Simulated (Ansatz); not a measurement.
# Al2H2+ (doublet): wave-function methods side by side, 6-31G

Aim: climb from Hartree-Fock through coupled cluster and multireference methods for Al2H2+ (doublet) at one geometry and basis, and see what each rung misses.

The runs use Ansatz 0.2.0, Gaussian basis; 6-31G, core rule «outside noble gas», up to 10 orbitals frozen.

To be run: UHF; CCSD(T) on ROHF; CCSD(T) on UHF; BCCD(T) on ROHF; CISD; CCSDT(Q) on ROHF; CCSDT(Q) on UHF; CISDTQ; CCSDTQ on ROHF; CCSDTQ on UHF; CASSCF and MRCISD+Q, 7 electrons in 10 orbitals; CASSCF and NEVPT2, 7 electrons in 10 orbitals; Full CI.

9 further runs of the same task are left out: 2 that didn't finish, 7 set aside as unsound or not needed.

## (1) What is computed

The geometry is a PBE0/def2-TZVP stationary point (not a proven minimum) of the parent state, kept for this charge and spin.

4 atoms, charge 1, spin multiplicity 2.

Atoms are counted from 1 here; the program's logs count them from 0.

Bond lengths: Al1–Al2 2.634 Å, Al1–H3 1.617 Å, Al1–H4 1.823 Å, Al2–H4 1.894 Å. Angles: Al2–Al1–H3 148.7°, Al2–Al1–H4 46.0°, H3–Al1–H4 102.7°, Al1–Al2–H4 43.8°, Al1–H4–Al2 90.2°.

## (2) UHF

The input, in.yaml:

```yaml
crystal:
  periodic: [false, false, false]
  atoms:
    - {symbol: Al, position_ang: [0.000000, 0.092491, 1.264725]}
    - {symbol: Al, position_ang: [0.000000, -0.019298, -1.366900]}
    - {symbol: H, position_ang: [0.000000, -0.688202, 2.680370]}
    - {symbol: H, position_ang: [0.000000, -1.271083, 0.054761]}
basis:
  gaussian: {orbitals: 6-31G}
total_charge: 1
magnetization: {spin_polarized: true, initial_magnetization: 1}
hamiltonian: {xc: hf}
output: {orbitals: {seedname: orbitals}}
```

Started as:

```console
$ ansatz run in.yaml --threads 1 --pin off --events-out ev --progress --plain --max-ram 2393MiB
```

Further steps of the session: CCSD(T) on ROHF; CCSD(T) on UHF; BCCD(T) on ROHF; CISD; CCSDT(Q) on ROHF; CCSDT(Q) on UHF; CISDTQ; CCSDTQ on ROHF; CCSDTQ on UHF; CASSCF and MRCISD+Q, 7 electrons in 10 orbitals; CASSCF and NEVPT2, 7 electrons in 10 orbitals; Full CI.

Q: Predict the results of all the runs planned. Wanted: FCI below the RHF energy; RMP2 from FCI; UMP2 from FCI; RCCSD from FCI; RCCSD(T) from FCI; UCCSD(T) from FCI; RCCSDT(Q) from FCI; UCCSDT(Q) from FCI; NEVPT2 valence from FCI.

**Answer**, as computed:

```
                         quantity                                                                                                                          value
         FCI below the RHF energy                                                                                                                     -2.5450 eV
                    RMP2 from FCI                                                                                                                +21.65 kcal/mol
                    UMP2 from FCI                                                                                                                +21.32 kcal/mol
                   RCCSD from FCI                                                                                                                 +1.59 kcal/mol
                RCCSD(T) from FCI                                                                                                                 +0.55 kcal/mol
                UCCSD(T) from FCI                                                                                                                 +0.57 kcal/mol
               RCCSDT(Q) from FCI                                                                                                                 +0.01 kcal/mol
               UCCSDT(Q) from FCI                                                                                                                 +0.01 kcal/mol
          NEVPT2 valence from FCI                                                                                                                 +2.28 kcal/mol
        MRCISD+Q valence from FCI                                                                                                                 +0.19 kcal/mol
levels within 1 kcal/mol (43 meV)  RCCSD(T), UCCSD(T), BCCD(T), RCCSDT, UCCSDT, CISDTQ, RCCSDT(Q), UCCSDT(Q), RCCSDTQ, UCCSDTQ, MRCISD valence, MRCISD+Q valence
                    T1 diagnostic                                                                                                                          0.049
   effectively unpaired electrons                                                                                                                           1.11
```

In words: RCCSD(T) misses by +0.55 kcal/mol, 0.9 % of the correlation energy. The occupations are near whole numbers, but T1 = 0.049 shows that the orbitals relax strongly. Of the multireference levels listed MRCISD+Q valence comes nearest in total energy (+0.19 kcal/mol), which doesn't show that its space is the better one. These misses are within one basis, not against nature; the frozen cores of restricted and unrestricted runs differ, which can shift their rows.
